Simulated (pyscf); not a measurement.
PySCF, gas phase, ωB97X-D3(BJ)/def2-SVP geometries.

Question: disiloxane (H₃Si–O–SiH₃) + F–CH•–F → •H₂Si–O–SiH₃ + F–CH₂–F
Surface: doublet. Broken: H–Si. Formed: C–H. Give ΔE‡ and ΔE from ωB97M-D3(BJ)/def2-TZVP, relative to the separated reactants.

Answer: ΔE‡ = 40.8 kJ/mol, ΔE = -39.3 kJ/mol. Zero-point energy shifts the barrier by -3.3 kJ/mol. It is a hydrogen abstraction, with an imaginary mode of 1375i cm⁻¹. This is the saddle that the search found; another between the same sides may lie lower. The angle at the transferred H is 152°.
